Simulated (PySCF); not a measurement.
Dimethyl sulfone, C2H6O2S.
Structure used (GFN2-xTB), in Å, numbered top down from 1:
```xyz
11
C2H6O2S angstrom
C      1.3243    0.6110   -0.0386
S      0.0736   -0.6212   -0.4979
C     -1.3841   -0.0942    0.4458
O      0.4944   -1.9060   -0.0148
O     -0.2120   -0.4854   -1.8983
H      0.9661    1.5862   -0.3410
H      2.2390    0.3671   -0.5644
H      1.4800    0.5536    1.0305
H     -2.1884   -0.7854    0.2273
H     -1.6511    0.9046    0.1273
H     -1.1365   -0.1277    1.4983
```

The calculation used TDDFT wB97X-D/def2-SVPD, vertical, gas phase, core orbitals frozen in the response in PySCF 2.14.0, density-fitted response routines.

Transition dipole moments from the ground state, in atomic units and in the frame of the coordinates above (overall signs are arbitrary), for the states with f of 0.002 or more among the lowest 8:

```json
{"state": "S1", "E (eV)": "7.934", "μx": "-0.159", "μy": "-0.040", "μz": "0.028"}
{"state": "S2", "E (eV)": "8.309", "μx": "0.090", "μy": "-0.180", "μz": "0.239"}
{"state": "S3", "E (eV)": "8.558", "μx": "-0.801", "μy": "-0.211", "μz": "0.143"}
{"state": "S5", "E (eV)": "8.902", "μx": "-0.033", "μy": "0.065", "μz": "-0.086"}
{"state": "S6", "E (eV)": "9.131", "μx": "-0.027", "μy": "0.199", "μz": "0.161"}
{"state": "S8", "E (eV)": "9.228", "μx": "-0.789", "μy": "-0.198", "μz": "0.146"}
```

Work out the oscillator strengths.

f = (2/3) ΔE |μ|² with ΔE in hartree (27.2114 eV).

```tsv
state	|μ|² (au)	|μ| (D)	f
S1	0.028	0.42	0.005
S2	0.098	0.80	0.020
S3	0.707	2.14	0.148
S5	0.013	0.29	0.003
S6	0.066	0.65	0.015
S8	0.684	2.10	0.155
```

Label these states by symmetry in C2v.

Polarised along the twofold axis, so A1: S6. Polarised across the twofold axis, so B1 or B2: S1, S2, S3, S5 and S8. Which of B1 and B2 hangs on the choice of axes; S1, S3 and S8 take one label and S2 and S5 the other.

What angle do the transition dipoles of S3 and S6 make?

|cos θ| = |μa·μb| / (|μa| |μb|) = 0.01, so θ ≈ 89° (taken between 0 and 90°, since the signs are arbitrary).

What peak molar absorption coefficient would the strongest computed level give as a lone Gaussian band 0.5 eV wide at half height?

ε(max) = 2.175×10⁸ f / FWHM, with the width in cm⁻¹. S8: 2.175×10⁸ × 0.1545 / 4033 ≈ 8300 L mol⁻¹ cm⁻¹.

Hardware: one thread of an Arm Neoverse V2, on a shared host. Cost: 16 s of wall time.
